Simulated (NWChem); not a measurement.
# CH5BO (SMILES CBO): M06-2X/def2-TZVP, part 2 of 2

NWChem 7.3.0.

**3. The doublet cation**

Input file ch5bo.nw:

```
start ch5bo
memory stack 880 mb heap 220 mb global 1100 mb
charge 1

geometry units angstrom noautosym nocenter noautoz
   C    -0.618600    0.710300   -0.324600
   B     0.508800   -0.240100    0.180200
   O     0.240700   -1.558300    0.355600
   H    -1.568300    0.201200   -0.499400
   H    -0.308500    1.205100   -1.251900
   H    -0.780500    1.520100    0.395700
   H     1.620500    0.163100    0.420800
   H     0.998200   -2.058400    0.667700
end

basis spherical bse
   * library def2-TZVP
end

dft
   xc m06-2x
   mult 2
   grid medium
   convergence energy 1e-08
   maxiter 100
   mulliken
   print low
end

task dft energy
```

The run is started by

```
$ nwchem ch5bo.nw > ch5bo.out
```

What it wrote:

```text
Northwest Computational Chemistry Package (NWChem) 7.3.0
             --------------------------------------------------------

           Job information
           ---------------

    nwchem branch   = 7.3.0
    use scalapack   = T
    input           = ch5bo.nw
    prefix          = ch5bo.
    data base       = ./ch5bo.db
    status          = startup
    nproc           =        1

           Memory information
           ------------------

    heap     =     28835834 doubles =      220.0 Mbytes
    stack    =    115343359 doubles =      880.0 Mbytes
    global   =    144179200 doubles =     1100.0 Mbytes (distinct from heap & stack)
    total    =    288358393 doubles =     2200.0 Mbytes
    verify   = yes
    hardfail = no

           Directory information
           ---------------------

  0 permanent = .
  0 scratch   = .

                                NWChem Input Module
                                -------------------

 Scaling coordinates for geometry "geometry" by  1.889725989
 (inverse scale =  0.529177249)

                             Geometry "geometry" -> ""
                             -------------------------

 Output coordinates in angstroms (scale by  1.889725989 to convert to a.u.)

  No.       Tag          Charge          X              Y              Z
 ---- ---------------- ---------- -------------- -------------- --------------
    1 C                    6.0000    -0.61860000     0.71030000    -0.32460000
    2 B                    5.0000     0.50880000    -0.24010000     0.18020000
    3 O                    8.0000     0.24070000    -1.55830000     0.35560000
    4 H                    1.0000    -1.56830000     0.20120000    -0.49940000
    5 H                    1.0000    -0.30850000     1.20510000    -1.25190000
    6 H                    1.0000    -0.78050000     1.52010000     0.39570000
    7 H                    1.0000     1.62050000     0.16310000     0.42080000
    8 H                    1.0000     0.99820000    -2.05840000     0.66770000

      Atomic Mass
      -----------

      C                 12.000000
      B                 11.009310
      O                 15.994910
      H                  1.007825

 Effective nuclear repulsion energy (a.u.)      66.5926056959

            Nuclear Dipole moment (a.u.)
            ----------------------------
        X                 Y               Z
 ---------------- ---------------- ----------------
     1.3594688762   -15.8245654284     2.8933594611

            XYZ format geometry
            -------------------
     8
 geometry
 C                    -0.61860000     0.71030000    -0.32460000
 B                     0.50880000    -0.24010000     0.18020000
 O                     0.24070000    -1.55830000     0.35560000
 H                    -1.56830000     0.20120000    -0.49940000
 H                    -0.30850000     1.20510000    -1.25190000
 H                    -0.78050000     1.52010000     0.39570000
 H                     1.62050000     0.16310000     0.42080000
 H                     0.99820000    -2.05840000     0.66770000

 ==============================================================================
                                internuclear distances
 ------------------------------------------------------------------------------
       center one      |      center two      | atomic units |  angstroms
 ------------------------------------------------------------------------------
    2 B                |   1 C                |     2.94525  |     1.55856
    3 O                |   2 B                |     2.56355  |     1.35657
    4 H                |   1 C                |     2.06289  |     1.09164
    5 H                |   1 C                |     2.07085  |     1.09584
    6 H                |   1 C                |     2.07080  |     1.09582
    7 H                |   2 B                |     2.28050  |     1.20679
    8 H                |   3 O                |     1.81385  |     0.95985
 ------------------------------------------------------------------------------
                         number of included internuclear distances:          7
 ==============================================================================

 ==============================================================================
                                 internuclear angles
 ------------------------------------------------------------------------------
        center 1       |       center 2       |       center 3       |  degrees
 ------------------------------------------------------------------------------
    2 B                |   1 C                |   4 H                |   113.38
    2 B                |   1 C                |   5 H                |   110.16
    2 B                |   1 C                |   6 H                |   110.16
    4 H                |   1 C                |   5 H                |   108.74
    4 H                |   1 C                |   6 H                |   108.75
    5 H                |   1 C                |   6 H                |   105.33
    1 C                |   2 B                |   3 O                |   119.44
    1 C                |   2 B                |   7 H                |   121.82
    3 O                |   2 B                |   7 H                |   118.75
    2 B                |   3 O                |   8 H                |   113.10
 ------------------------------------------------------------------------------
                            number of included internuclear angles:         10
 ==============================================================================

 Summary of "ao basis" -> "" (spherical)
 ------------------------------------------------------------------------------
       Tag                 Description            Shells   Functions and Types
 ---------------- ------------------------------  ------  ---------------------
 *                         def2-TZVP                  on all atoms

                                 NWChem DFT Module
                                 -----------------

                      Basis "ao basis" -> "ao basis" (spherical)
                      -----
  [basis functions not shown]

 Summary of "ao basis" -> "ao basis" (spherical)
 ------------------------------------------------------------------------------
       Tag                 Description            Shells   Functions and Types
 ---------------- ------------------------------  ------  ---------------------
 C                         def2-TZVP                11       31   5s3p2d1f
 B                         def2-TZVP                11       31   5s3p2d1f
 O                         def2-TZVP                11       31   5s3p2d1f
 H                         def2-TZVP                 4        6   3s1p

  Caching 1-el integrals
   Time after variat. SCF:      0.4

     ---------------------------------------------
      Total Density - Mulliken Population Analysis
     ---------------------------------------------

    Atom       Charge   Shell Charges
 -----------   ------   -------------------------------------------------------
    1 C    6     6.70   0.86  1.12  0.63  0.67  0.11  1.45  1.49  0.35  0.01  0.01  0.00
    2 B    5     4.44   0.92  1.06  0.62  0.51  0.05  0.67  0.42  0.02  0.06  0.07  0.03
    3 O    8     8.78   0.80  1.18  0.66  0.92  0.21  2.29  2.17  0.54  0.00  0.01  0.00
    4 H    1     0.67   0.21  0.37  0.07  0.02
    5 H    1     0.68   0.22  0.38  0.07  0.02
    6 H    1     0.68   0.22  0.38  0.07  0.02
    7 H    1     0.60   0.16  0.33  0.11  0.01
    8 H    1     0.45   0.17  0.20  0.03  0.04

     --------------------------------------------
      Spin Density - Mulliken Population Analysis
     --------------------------------------------

    Atom       Charge   Shell Charges
 -----------   ------   -------------------------------------------------------
    1 C    6     0.28   0.00 -0.00  0.01  0.00 -0.00  0.14  0.12  0.01  0.00  0.00  0.00
    2 B    5     0.33   0.00 -0.00  0.00  0.02  0.01  0.17  0.11  0.01  0.01  0.01  0.00
    3 O    8     0.06   0.00 -0.00  0.00  0.00  0.00  0.04  0.03 -0.00  0.00  0.00  0.00
    4 H    1     0.05   0.02  0.03  0.01  0.00
    5 H    1     0.00   0.00  0.00  0.00  0.00
    6 H    1     0.00   0.00  0.00  0.00  0.00
    7 H    1     0.27   0.07  0.14  0.05  0.00
    8 H    1     0.00   0.00  0.00 -0.00  0.00
   Time prior to 1st pass:      0.4

           Memory utilization after 1st SCF pass:
           Heap Space remaining (MW):        0.00                 136
          Stack Space remaining (MW):      115.34           115342060

   convergence    iter        energy       DeltaE   RMS-Dens  Diis-err    time
 ---------------- ----- ----------------- --------- --------- ---------  ------
 d= 0,ls=0.0,diis     1   -140.5908973995 -2.07D+02  4.77D-03  5.75D-01     3.4
                                                     5.12D-03  5.71D-01
 d= 0,ls=0.0,diis     2   -140.2270881423  3.64D-01  3.27D-03  1.55D+00     6.4
                                                     3.59D-03  1.38D+00
 d= 0,ls=0.0,diis     3   -140.8002804728 -5.73D-01  6.48D-04  3.62D-02     9.2
                                                     7.87D-04  3.49D-02
 d= 0,ls=0.0,diis     4   -140.8150749923 -1.48D-02  2.02D-04  3.80D-03    12.1
                                                     2.60D-04  3.80D-03
 d= 0,ls=0.0,diis     5   -140.8168236049 -1.75D-03  6.95D-05  9.97D-05    15.1
                                                     7.08D-05  6.12D-05
  Resetting Diis
 d= 0,ls=0.0,diis     6   -140.8168947646 -7.12D-05  2.52D-05  1.20D-05    18.2
                                                     3.67D-05  1.32D-05
 d= 0,ls=0.0,diis     7   -140.8169130314 -1.83D-05  8.19D-06  1.47D-06    21.4
                                                     1.70D-05  1.94D-06
 d= 0,ls=0.0,diis     8   -140.8169188836 -5.85D-06  4.47D-06  3.77D-07    24.4
                                                     1.43D-05  1.02D-06
 d= 0,ls=0.0,diis     9   -140.8169217475 -2.86D-06  6.65D-06  4.41D-07    27.5
                                                     1.63D-05  3.82D-07
 d= 0,ls=0.0,diis    10   -140.8169234450 -1.70D-06  1.02D-06  3.69D-08    30.5
                                                     2.87D-06  4.05D-08
 d= 0,ls=0.0,diis    11   -140.8169235302 -8.52D-08  7.51D-07  1.09D-08    33.5
                                                     1.74D-06  1.95D-08
 d= 0,ls=0.0,diis    12   -140.8169235575 -2.73D-08  4.93D-07  8.83D-09    36.6
                                                     7.67D-07  4.43D-09
 d= 0,ls=0.0,diis    13   -140.8169235649 -7.38D-09  2.31D-07  4.78D-10    39.6
                                                     3.61D-07  3.95D-10

         Total DFT energy =     -140.816923564873
      One electron energy =     -316.028539676599
           Coulomb energy =      128.169761901506
    Exchange-Corr. energy =      -19.550751485632
 Nuclear repulsion energy =       66.592605695852

 Numeric. integr. density =       22.999997527916

     Total iterative time =     39.2s

     ---------------------------------------------
      Total Density - Mulliken Population Analysis
     ---------------------------------------------

    Atom       Charge   Shell Charges
 -----------   ------   -------------------------------------------------------
    1 C    6     6.36   0.85  1.12  0.52  0.68  0.12  1.32  1.35  0.36  0.01  0.01  0.00
    2 B    5     4.79   0.92  1.06  0.56  0.49  0.02  0.91  0.59  0.02  0.06  0.14  0.03
    3 O    8     8.21   0.79  1.18  0.59  0.89  0.28  1.89  1.90  0.66  0.00  0.02  0.00
    4 H    1     0.75   0.26  0.42  0.05  0.02
    5 H    1     0.77   0.26  0.43  0.06  0.02
    6 H    1     0.77   0.26  0.43  0.06  0.02
    7 H    1     0.76   0.23  0.43  0.09  0.01
    8 H    1     0.59   0.24  0.29  0.01  0.05

     --------------------------------------------
      Spin Density - Mulliken Population Analysis
     --------------------------------------------

    Atom       Charge   Shell Charges
 -----------   ------   -------------------------------------------------------
    1 C    6     0.32   0.00 -0.00  0.01  0.00  0.01  0.16  0.14  0.01  0.00  0.00  0.00
    2 B    5     0.17  -0.00  0.00 -0.00 -0.05 -0.00  0.14  0.07 -0.00  0.01  0.01  0.00
    3 O    8     0.20   0.00 -0.00  0.01  0.00  0.01  0.10  0.08  0.00 -0.00 -0.00  0.00
    4 H    1     0.04   0.01  0.02  0.00  0.00
    5 H    1    -0.01  -0.00 -0.01 -0.00  0.00
    6 H    1    -0.01  -0.00 -0.01 -0.00  0.00
    7 H    1     0.27   0.09  0.15  0.02  0.00
    8 H    1     0.02   0.01  0.01 -0.00  0.00

     -------------------------------------------
      Total Density - Lowdin Population Analysis
     -------------------------------------------

    Atom       Charge   Shell Charges
 -----------   ------   -------------------------------------------------------
    1 C    6     6.08   0.91  1.04  0.36  0.35  0.17  1.13  1.37  0.58  0.01  0.14  0.01
    2 B    5     5.35   0.96  1.00  0.36  0.29  0.12  0.79  0.78  0.23  0.12  0.54  0.18
    3 O    8     7.66   0.87  1.08  0.51  0.54  0.27  1.72  1.80  0.82  0.00  0.04  0.00
    4 H    1     0.79   0.24  0.36  0.13  0.06
    5 H    1     0.80   0.24  0.36  0.13  0.06
    6 H    1     0.80   0.24  0.36  0.13  0.06
    7 H    1     0.77   0.22  0.35  0.17  0.03
    8 H    1     0.74   0.23  0.27  0.08  0.15

     ------------------------------------------
      Spin Density - Lowdin Population Analysis
     ------------------------------------------

    Atom       Charge   Shell Charges
 -----------   ------   -------------------------------------------------------
    1 C    6     0.28   0.00  0.00  0.01  0.00 -0.00  0.14  0.12  0.01  0.00  0.00  0.00
    2 B    5     0.27  -0.00 -0.00 -0.00 -0.01  0.00  0.12  0.08  0.00  0.02  0.05  0.01
    3 O    8     0.19   0.00  0.00  0.01  0.01  0.00  0.10  0.07 -0.00 -0.00  0.01  0.00
    4 H    1     0.04   0.01  0.01  0.00  0.00
    5 H    1     0.00  -0.00 -0.00 -0.00  0.00
    6 H    1     0.00  -0.00 -0.00 -0.00  0.00
    7 H    1     0.21   0.08  0.10  0.02 -0.00
    8 H    1     0.02   0.01  0.01 -0.00  0.00

     --------------------------
     Expectation value of S2:
     --------------------------
      <S2> =      0.7560 (Exact =     0.7500)

 Task  times  cpu:       39.6s     wall:       39.6s
 Total times  cpu:       39.6s     wall:       39.6s
```

Run time: 41 s. Hardware: 1 thread of AMD EPYC 7R13 (Zen 3), shared host; peak memory 0.12 GiB.

**4. Outcome**

This closing draws on all 2 parts.

At M06-2X/def2-TZVP:

| quantity | value |
| --- | --- |
| singlet CH5BO: total energy | -141.23349 Eh |
| singlet CH5BO: dipole moment | 1.13 D |
| doublet cation: total energy | -140.81692 Eh |
| doublet cation: ⟨S²⟩ | 0.756 |
| vertical ionisation energy (to the doublet cation) | 11.335 eV |

What this shows: The vertical ionisation energy comes to 11.34 eV (261 kcal/mol). Mulliken charges (singlet CH5BO) run from -0.47 on C1 to +0.33 on H8; they depend strongly on the basis. Mulliken charges (doublet cation) run from -0.36 on C1 to +0.41 on H8; they depend strongly on the basis.
